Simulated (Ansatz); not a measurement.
# BClFH2: the cost of one run

Method: UKS B3LYP-D4/def2-SVP, in Ansatz 0.2.0.

**1. Starting point**

Bond lengths: B1–Cl2 2.110 Å, B1–H3 1.190 Å, B1–H4 1.190 Å, Cl2–F5 1.800 Å. Angles: B1–Cl2–F5 180.0°, Cl2–B1–H3 120.0°, Cl2–B1–H4 120.0°, H3–B1–H4 120.0°.

As a file:

```xyz
5

B     0.0000    0.0000    0.0000
Cl    0.0000    0.0000    2.1100
H     1.0305    0.0000   -0.5950
H    -1.0305    0.0000   -0.5950
F     0.0000    0.0000    3.9100
```

**2. A restrained relaxation towards end A**

Springs on the bonds that form and break draw the guess towards this end; the thresholds are loose.

Contents of input.yaml:

```yaml
crystal:
  periodic: [false, false, false]
  atoms:
    - { symbol: B, position_ang: [0.0, 0.0, 0.0] }
    - { symbol: Cl, position_ang: [0.0, 0.0, 2.11] }
    - { symbol: H, position_ang: [1.0305, 0.0, -0.595] }
    - { symbol: H, position_ang: [-1.0305, 0.0, -0.595] }
    - { symbol: F, position_ang: [0.0, 0.0, 3.91] }
magnetization:
  spin_polarized: true
  initial_magnetization: 1
basis:
  gaussian: { orbitals: def2-SVP }
hamiltonian:
  xc: b3lyp
  dispersion: d4
relax:
  f_tol: 0.15
  max_steps: 25
  restrain:
    - { distance: [1, 4], at: 2.7, k: 30.0 }
    - { distance: [0, 1], at: 1.86, k: 30.0 }
```

On the command line:

```sh
$ ansatz run input.yaml --threads 2 --pin off --max-ram 3072MiB --backend cpu --events-out ev --progress --plain --runs-dir out
```

What time and memory should one allow on 2 threads of Arm Neoverse V1, shared host?

About 18 s, with a peak of 0.14 GiB.
